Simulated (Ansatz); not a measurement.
```yaml
crystal:
  periodic: [false, false, false]
  atoms:
    - {symbol: Si, position_ang: [0.000000, 0.000000, -1.648289]}
    - {symbol: N, position_ang: [0.000000, 0.000000, 0.000000]}
    - {symbol: Si, position_ang: [0.000000, 0.000000, 1.648289]}
basis:
  gaussian: {orbitals: def2-TZVP}
magnetization: {spin_polarized: true, initial_magnetization: 1}
hamiltonian: {xc: pbe0}
relax: {f_tol: 0.004, max_steps: 80}
```

```sh
$ ansatz run in.yaml --threads 1 --pin off --events-out ev --progress --plain --max-ram 2176MiB
```

Steps of the relaxation (energy above the last step; positions in Å, forces in eV/Å):

```
3
step 1, 15.5 meV
Si    0.000    0.000   -1.648    0.000    0.000    0.765
N     0.000    0.000    0.000    0.000    0.000    0.000
Si    0.000    0.000    1.648    0.000    0.000   -0.765
```

```
3
step 2, 3.6 meV
Si    0.000    0.000   -1.638    0.000    0.000    0.376
N     0.000    0.000    0.000    0.000    0.000    0.000
Si    0.000    0.000    1.638    0.000    0.000   -0.376
```

```
3
step 3, 0.0 meV
Si    0.000    0.000   -1.628    0.000    0.000   -0.014
N     0.000    0.000    0.000    0.000    0.000    0.000
Si    0.000    0.000    1.628    0.000    0.000    0.014
```

```
3
step 4, 0.0 meV
Si    0.000    0.000   -1.628    0.000    0.000    0.000
N     0.000    0.000    0.000    0.000    0.000    0.000
Si    0.000    0.000    1.628    0.000    0.000    0.000
```

Close pairs at the end: N2–Si3 1.628 Å, Si1–N2 1.628 Å.

A stationary point of unrestricted PBE0 after 4 steps, with ⟨S²⟩ = 0.775 against 0.75 for a pure state; no frequencies were run, so it isn't proven a minimum. 20 s on 1 thread of Arm Neoverse V1, shared host.
